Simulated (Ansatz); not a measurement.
**SiF+ (triplet): wave-function methods side by side, cc-pVDZ**

How much of the correlation energy of SiF+ (triplet) does each wave-function method recover here?

Program: Ansatz 0.2.0, Gaussian basis. Level of theory: cc-pVDZ, core rule «outside noble gas», up to 6 orbitals frozen. These are calculated values, not measurements.

The runs, in order: UHF; CCSD(T) on ROHF; CCSD(T) on UHF; BCCD(T) on ROHF; CISD; CCSDT(Q) on ROHF; CCSDT(Q) on UHF.

21 further runs of the same task are left out: 7 for a known fault of the program, 5 that didn't finish, 9 set aside as unsound or not needed.

## 1. What is computed

The geometry is a PBE0/def2-TZVP stationary point (not a proven minimum).

2 atoms, charge 1, spin multiplicity 3.

Atoms are counted from 1 here; the program's logs count them from 0.

Bond lengths: Si1–F2 1.555 Å.

Coordinates:

```xyz
2
charge 1, multiplicity 3
Si    0.0000    0.0000    0.0000
F     0.0000    0.0000    1.5548
```

## 2. UHF

in.yaml

```yaml
crystal:
  periodic: [false, false, false]
  atoms:
    - {symbol: Si, position_ang: [0.000000, 0.000000, 0.000000]}
    - {symbol: F, position_ang: [0.000000, 0.000000, 1.554800]}
basis:
  gaussian: {orbitals: cc-pVDZ}
total_charge: 1
magnetization: {spin_polarized: true, initial_magnetization: 2}
hamiltonian: {xc: hf}
output: {orbitals: {seedname: orbitals}}
```

Launch:

```sh
> ansatz run in.yaml --threads 1 --pin off --events-out ev --progress --plain --max-ram 2393MiB
```

Further steps of the session: CCSD(T) on ROHF; CCSD(T) on UHF; BCCD(T) on ROHF; CISD; CCSDT(Q) on ROHF; CCSDT(Q) on UHF.

**Question.** What will the summary of the whole plan be? Wanted: UCCSDT(Q) below the RHF energy; RMP2 from UCCSDT(Q); UMP2 from UCCSDT(Q); RCCSD from UCCSDT(Q); RCCSD(T) from UCCSDT(Q); UCCSD(T) from UCCSDT(Q); RCCSDT(Q) from UCCSDT(Q); T1 diagnostic.

As calculated:

```
                         quantity                                                   value
   UCCSDT(Q) below the RHF energy                                              -6.4159 eV
              RMP2 from UCCSDT(Q)                                              +322.9 meV
              UMP2 from UCCSDT(Q)                                              +312.7 meV
             RCCSD from UCCSDT(Q)                                              +176.3 meV
          RCCSD(T) from UCCSDT(Q)                                               +32.6 meV
          UCCSD(T) from UCCSDT(Q)                                               +32.0 meV
         RCCSDT(Q) from UCCSDT(Q)                                                +6.4 meV
levels within 1 kcal/mol (43 meV)  RCCSD(T), UCCSD(T), BCCD(T), RCCSDT, UCCSDT, RCCSDT(Q)
                    T1 diagnostic                                                   0.027
```

What this shows: RCCSD(T) misses by +32.6 meV, 0.5 % of the correlation energy. These misses are within one basis, not against nature; the frozen cores of restricted and unrestricted runs differ, which can shift their rows.
